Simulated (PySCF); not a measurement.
Saddle point of SiH$_{5}$F, closed shell (SiH₄ + HF → SiH₃F ([F][SiH3]) + H₂; bonds formed: Si1–F7, H2–H6; bonds broken: Si1–H2, H6–F7), PBE0-D4/def2-TZVP structure:

Si1  (-0.327, 0.323, -0.061)
H2  (0.595, -0.889, -0.806)
H3  (-0.901, 0.475, -1.436)
H4  (-1.479, -0.090, 0.766)
H5  (0.321, 1.624, 0.204)
H6  (0.929, -0.941, 0.104)
F7  (0.862, -0.502, 1.229)
(Å)

Energies are electronic, without zero-point energy. Barriers and step energies count from the start structure reached by relaxing down the imaginary mode; all methods use the PBE0-D4 structures, on which another method's saddle can fall below an end. Computed with PySCF 2.14 with density fitting (its default auxiliary sets; JK sets also for MP2 and CCSD(T)) (basis: def2-TZVPP, with def2-QZVPP for the basis limit); correlated methods freeze the cores. B3LYP uses VWN-RPA correlation. Extrapolation: Hartree–Fock as exp(−7.88 √X), correlation as X^−2.97.

```json
{"method": "SPW92", "barrier (kJ/mol)": "86.4", "step energy (kJ/mol)": "-82.5"}
{"method": "PBE-D4", "barrier (kJ/mol)": "115.0", "step energy (kJ/mol)": "-90.2"}
{"method": "r2SCAN-D4", "barrier (kJ/mol)": "?", "step energy (kJ/mol)": "-104.1"}
{"method": "PBE0-D4", "barrier (kJ/mol)": "?", "step energy (kJ/mol)": "-91.3"}
{"method": "B3LYP-D4", "barrier (kJ/mol)": "139.9", "step energy (kJ/mol)": "-101.9"}
{"method": "BHLYP-D4", "barrier (kJ/mol)": "158.1", "step energy (kJ/mol)": "-105.2"}
{"method": "wB97M-V", "barrier (kJ/mol)": "136.5", "step energy (kJ/mol)": "-102.2"}
{"method": "HF", "barrier (kJ/mol)": "?", "step energy (kJ/mol)": "-110.5"}
{"method": "MP2", "barrier (kJ/mol)": "145.3", "step energy (kJ/mol)": "-104.8"}
{"method": "CCSD", "barrier (kJ/mol)": "162.0", "step energy (kJ/mol)": "-99.1"}
{"method": "CCSD(T)", "barrier (kJ/mol)": "152.5", "step energy (kJ/mol)": "-98.9"}
```

(1) Fill in the withheld barriers. (Judge from chemistry; the value comes from the calculation.)

No T1 diagnostic of these runs exceeds 0.014.

## Answers

(1) The calculation gives: PBE0-D4 133.0; r2SCAN-D4 122.5; HF 206.4 kJ/mol. Each is the energy of the saddle less that of the start structure, by the same method.

For comparison, the barrier by CCSD(T) at an estimated basis limit (MP2 extrapolated from triple and quadruple zeta, plus CCSD(T) − MP2 in triple zeta) is 148.0 kJ/mol.

Labels in which every atom is bracketed show which atoms are joined, not bond orders.

For scale, one of the runs: CCSD(T)/def2-TZVPP, 143 basis functions, launched by `OMP_NUM_THREADS=4 python run.py`. Hardware: 4 CPU threads of an Arm Neoverse N1, shared host. Wall time 88 s; peak host memory 0.78 GiB.
